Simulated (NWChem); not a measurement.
System: ethanol (C₂H₆O); SMILES OCC

NWChem input:

```
start job
memory heap 200 mb stack 900 mb global 1100 mb
geometry units angstroms noautosym nocenter noautoz
  C      0.248698    -1.203641     0.033018
  C     -0.541542     0.090016    -0.018908
  O      0.265684     1.233055     0.084748
  H     -0.416728    -2.080766     0.008403
  H      0.852809    -1.250118     0.951796
  H      0.934462    -1.285843    -0.827244
  H     -1.165352     0.112434    -0.936439
  H     -1.242518     0.134033     0.830254
  H      0.876841     1.231942    -0.659191
end
basis spherical
  C library 6-31g*
  O library 6-31g*
  H library 6-31g*
end
dft
  xc m06-2x
  iterations 150
end
cosmo
  do_cosmo_smd true
  solvent ether
end
task dft energy
```

NWChem printed, in part:

```
             Northwest Computational Chemistry Package (NWChem) 7.3.0
             --------------------------------------------------------

                             Geometry "geometry" -> ""
                             -------------------------

 Output coordinates in angstroms (scale by  1.889725989 to convert to a.u.)

  No.       Tag          Charge          X              Y              Z
 ---- ---------------- ---------- -------------- -------------- --------------
    1 C                    6.0000     0.24869800    -1.20364100     0.03301800
    2 C                    6.0000    -0.54154200     0.09001600    -0.01890800
    3 O                    8.0000     0.26568400     1.23305500     0.08474800
    4 H                    1.0000    -0.41672800    -2.08076600     0.00840300
    5 H                    1.0000     0.85280900    -1.25011800     0.95179600
    6 H                    1.0000     0.93446200    -1.28584300    -0.82724400
    7 H                    1.0000    -1.16535200     0.11243400    -0.93643900
    8 H                    1.0000    -1.24251800     0.13403300     0.83025400
    9 H                    1.0000     0.87684100     1.23194200    -0.65919100

 Effective nuclear repulsion energy (a.u.)      81.8777764993

                                 NWChem DFT Module
                                 -----------------

 Summary of "ao basis" -> "ao basis" (spherical)
 ------------------------------------------------------------------------------
       Tag                 Description            Shells   Functions and Types
 ---------------- ------------------------------  ------  ---------------------
 C                           6-31g*                  6       14   3s2p1d
 O                           6-31g*                  6       14   3s2p1d
 H                           6-31g*                  2        2   2s

 in cosmo_initialize ...
 calling solv_data for solv:ether

 solvent parameters
 solvname_short: ether
 solvname_long:  diethyl ether
 dielec:        4.2400
 dielecinf:     1.8295
 nonaqueous SMD model solvent descriptors
 dielec:        4.2400
 sola:          0.0000
 solb:          0.4100
 solc:          0.0000
 solg:         23.9600
 solh:          0.0000
 soln:          1.3526

          ---------------
          -cosmo- solvent
          ---------------
 Cosmo: York-Karplus, doi: 10.1021/jp992097l
 dielectric constant -eps-     =   4.24
 screen = (eps-1)/(eps    )    =   0.76415
 surface charge correction     = lagrangian

   van der Waals surface
 --------------------------

 ---------- ATOMIC COORDINATES (A.U.) ------------ VDWR(ANG.) --
     1    0.46997107   -2.27455168    0.06239497     1.850
     2   -1.02336599    0.17010557   -0.03573094     1.850
     3    0.50206996    2.33013608    0.16015050     2.294
     4   -0.78750173   -3.93207759    0.01587937     1.200
     5    1.61157533   -2.36238047    1.79863364     1.200
     6    1.76587713   -2.42989093   -1.56326449     1.200
     7   -2.20219596    0.21246945   -1.76961312     1.200
     8   -2.34801856    0.25328564    1.56895256     1.200
     9    1.65698923    2.32803281   -1.24569036     1.200
 number of segments per atom =        128
 number of   points per atom =        128
 atom (   nspa,  nppa )
 ----------------------
    1 (     55,     0 )       0
    2 (     30,     0 )       0
    3 (     96,     0 )       0
    4 (     54,     0 )       0
    5 (     52,     0 )       0
    6 (     51,     0 )       0
    7 (     52,     0 )       0
    8 (     51,     0 )       0
    9 (      0,     0 )       0
 number of -cosmo- surface points =      441
 molecular surface =    100.250 angstrom**2
 molecular volume  =     80.671 angstrom**3
 -lineq- algorithm             =   0
 -bem- low  level              =   3
 -bem- from -octahedral-
 gaussian surface charge width =   4.50000
 degree of switching           =   1.00000
 switching function tolerance  =   0.00010
 atomic radii =
 --------------
    1  6.000  1.850
    2  6.000  1.850
    3  8.000  2.294
    4  1.000  1.200
    5  1.000  1.200
    6  1.000  1.200
    7  1.000  1.200
    8  1.000  1.200
    9  1.000  1.200
 ...... end of -cosmo- initialization ......

 nat:                     9
 ixmem:                  4523
 calling mnsol_interface()
 G(SMD-CDS) energy (kcal/mol)  =    -1.647
 SMD-CDS SASA (angstrom**2)    =   110.247

            General Information
            -------------------
          SCF calculation type: DFT
          Wavefunction type:  closed shell.
          No. of atoms     :     9
          No. of electrons :    26
           Alpha electrons :    13
            Beta electrons :    13
          Charge           :     0
          Spin multiplicity:     1
          Use of symmetry is: off; symmetry adaption is: off
          Maximum number of iterations: 150
          AO basis - number of functions:    54
                     number of shells:    30
          Convergence on energy requested:  1.00D-06
          Convergence on density requested:  1.00D-05
          Convergence on gradient requested:  5.00D-04

              XC Information
              --------------
                       M06-2X Method XC Functional
                     Hartree-Fock (Exact) Exchange  0.540
                        M06-2X Exchange Functional  1.000
                      M06-2X Correlation Potential  1.000

             Grid Information
             ----------------
          Grid used for XC integration:  medium
          Radial quadrature: Mura-Knowles
          Angular quadrature: Lebedev.
          Tag              B.-S. Rad. Rad. Pts. Rad. Cut. Ang. Pts.
          ---              ---------- --------- --------- ---------
          C                   0.70       49           8.0       434
          O                   0.60       49           9.0       434
          H                   0.35       45          10.0       434
          Grid pruning is: on
          Number of quadrature shells:   417
          Spatial weights used:  Erf1

      Superposition of Atomic Density Guess
      -------------------------------------

 Sum of atomic energies:        -153.06425576

      Non-variational initial energy
      ------------------------------

 Total energy =    -154.724028
 1-e energy   =    -368.877987
 2-e energy   =     132.276183
 HOMO         =      -0.354164
 LUMO         =       0.128499

   convergence    iter        energy       DeltaE   RMS-Dens  Diis-err
 ---------------- ----- ----------------- --------- --------- ---------
     COSMO gas phase
 d= 0,ls=0.0,diis     1   -154.9046146746 -2.37D+02  1.15D-02  3.82D-01
 d= 0,ls=0.0,diis     2   -154.9244398338 -1.98D-02  5.51D-03  2.88D-01
 d= 0,ls=0.0,diis     3   -154.9499680945 -2.55D-02  8.95D-04  9.07D-03
 d= 0,ls=0.0,diis     4   -154.9508177681 -8.50D-04  2.42D-04  2.78D-04
 d= 0,ls=0.0,diis     5   -154.9508472833 -2.95D-05  6.26D-05  3.21D-05
  Resetting Diis
 d= 0,ls=0.0,diis     6   -154.9508511994 -3.92D-06  1.72D-05  6.80D-07
 d= 0,ls=0.0,diis     7   -154.9508512997 -1.00D-07  3.66D-06  1.54D-08

   convergence    iter        energy       DeltaE   RMS-Dens  Diis-err
 ---------------- ----- ----------------- --------- --------- ---------
     COSMO solvation phase
 d= 0,ls=0.0,diis     1   -154.9570976390 -6.25D-03  1.07D-03  8.54D-04
 d= 0,ls=0.0,diis     2   -154.9572818233 -1.84D-04  2.05D-04  2.61D-04
 d= 0,ls=0.0,diis     3   -154.9573023445 -2.05D-05  1.03D-04  5.05D-05
 d= 0,ls=0.0,diis     4   -154.9573076406 -5.30D-06  2.63D-05  2.57D-06
 d= 0,ls=0.0,diis     5   -154.9573079331 -2.93D-07  7.12D-06  1.21D-07

         Total DFT energy =     -154.957307933147
      One electron energy =     -371.829851331848
           Coulomb energy =      156.681171623381
    Exchange-Corr. energy =      -21.626828431746
 Nuclear repulsion energy =       81.877776499319

             COSMO energy =       -0.059576292253

 Numeric. integr. density =       26.000003155217

                                COSMO-SMD solvation results
                                ---------------------------

             internal energy in gas <Psi(g)|H|Psi(g)> =      -154.950851299663
         internal energy in solvent <Psi(s)|H|Psi(s)> =      -154.950620794866
                               delta internal energy  =         0.000230504797 (    0.14 kcal/mol)
   total free energy in solvent <Psi(s)|H+V/2|Psi(s)> =      -154.954683370533
 polarization energy contribution <Psi(s)|V/2|Psi(s)> =        -0.004062575667 (   -2.55 kcal/mol)
    total free energy in solvent including G(SMD-CDS) =      -154.957307933147
                       G(SMD-CDS) energy contribution =        -0.002624562614 (   -1.65 kcal/mol)
     1 M fixed-concentration free energy of solvation =        -0.006456633483 (   -4.05 kcal/mol)

                       DFT Final Molecular Orbital Analysis
                       ------------------------------------

 Vector   11  Occ=2.000000D+00  E=-4.273650D-01
              MO Center=  1.1D-01, -6.9D-01, -5.3D-02, r^2= 2.6D+00
   Bfn.  Coefficient  Atom+Function         Bfn.  Coefficient  Atom+Function
  ----- ------------  ---------------      ----- ------------  ---------------
     3      0.298880  1 C  px                32      0.237569  3 O  py
    43     -0.206647  4 H  s                 47      0.198245  6 H  s
    17     -0.177849  2 C  px                44     -0.177593  4 H  s
    48      0.170729  6 H  s                 36      0.167066  3 O  py
     7      0.155493  1 C  px                 5     -0.145566  1 C  pz

 Vector   12  Occ=2.000000D+00  E=-3.808340D-01
              MO Center= -1.8D-01,  1.7D-01,  8.6D-02, r^2= 2.5D+00
   Bfn.  Coefficient  Atom+Function         Bfn.  Coefficient  Atom+Function
  ----- ------------  ---------------      ----- ------------  ---------------
    19      0.275109  2 C  pz                32     -0.241783  3 O  py
    33     -0.229151  3 O  pz                52      0.208552  8 H  s
    51      0.205678  8 H  s                 36     -0.192209  3 O  py
    34     -0.174823  3 O  s                 37     -0.169338  3 O  pz
     4     -0.167186  1 C  py                 5     -0.163380  1 C  pz

 Vector   13  Occ=2.000000D+00  E=-3.349491D-01
              MO Center=  9.1D-03,  6.5D-01, -4.6D-02, r^2= 1.8D+00
   Bfn.  Coefficient  Atom+Function         Bfn.  Coefficient  Atom+Function
  ----- ------------  ---------------      ----- ------------  ---------------
    31      0.349435  3 O  px                33      0.298321  3 O  pz
    32     -0.283581  3 O  py                35      0.280284  3 O  px
    37      0.242437  3 O  pz                36     -0.236453  3 O  py
     4     -0.199441  1 C  py                50      0.199861  7 H  s
    49      0.171465  7 H  s                  6     -0.140659  1 C  s

 Vector   14  Occ=0.000000D+00  E= 1.329496D-01
              MO Center=  4.4D-01,  3.0D-01, -6.0D-01, r^2= 4.1D+00
   Bfn.  Coefficient  Atom+Function         Bfn.  Coefficient  Atom+Function
  ----- ------------  ---------------      ----- ------------  ---------------
    54      1.050826  9 H  s                  6     -0.856333  1 C  s
    20     -0.802825  2 C  s                 34     -0.774059  3 O  s
    50      0.622614  7 H  s                 48      0.613666  6 H  s
    44      0.545427  4 H  s                 21      0.418233  2 C  px
    52      0.400451  8 H  s                  8      0.345017  1 C  py

 Vector   15  Occ=0.000000D+00  E= 1.791389D-01
              MO Center=  1.1D-01, -2.9D-01,  1.7D-01, r^2= 5.1D+00
   Bfn.  Coefficient  Atom+Function         Bfn.  Coefficient  Atom+Function
  ----- ------------  ---------------      ----- ------------  ---------------
     6      1.613253  1 C  s                 46     -1.047037  5 H  s
    52     -0.928899  8 H  s                 20      0.890593  2 C  s
    54      0.814229  9 H  s                 34     -0.744739  3 O  s
    44     -0.599113  4 H  s                 48     -0.543395  6 H  s
    22      0.418545  2 C  py                50     -0.363397  7 H  s

 Vector   16  Occ=0.000000D+00  E= 1.990679D-01
              MO Center= -5.6D-02, -5.7D-01, -5.1D-02, r^2= 4.5D+00
   Bfn.  Coefficient  Atom+Function         Bfn.  Coefficient  Atom+Function
  ----- ------------  ---------------      ----- ------------  ---------------
     6      1.379695  1 C  s                 48     -1.375192  6 H  s
    52      1.252793  8 H  s                 20     -1.117397  2 C  s
    22      0.525394  2 C  py                21      0.386611  2 C  px
     7      0.375396  1 C  px                23     -0.374300  2 C  pz
     9     -0.372273  1 C  pz                46     -0.363941  5 H  s

     Multipole analysis of the density
     ---------------------------------

     L   x y z        total         alpha         beta         nuclear
     -   - - -        -----         -----         ----         -------
     0   0 0 0     -0.000000    -13.000000    -13.000000     26.000000

     1   1 0 0      0.098096     -0.147410     -0.147410      0.392916
     1   0 1 0     -0.507058     -0.295455     -0.295455      0.083851
     1   0 0 1     -0.541626     -0.393856     -0.393856      0.246086

     2   2 0 0    -13.714781    -21.392204    -21.392204     29.069626
     2   1 1 0      0.785883      0.545847      0.545847     -0.305810
     2   1 0 1     -1.169011     -0.241104     -0.241104     -0.686803
     2   0 2 0    -16.441862    -61.784371    -61.784371    107.126880
     2   0 1 1     -1.397247     -0.051549     -0.051549     -1.294149
     2   0 0 2    -13.991681    -13.525952    -13.525952     13.060223
```

Level: M06-2X/6-31G* (spherical d), SMD on the gas-phase geometry. All runs use the structure optimised with PBE0/def2-SVP. Solvent: diethyl ether.
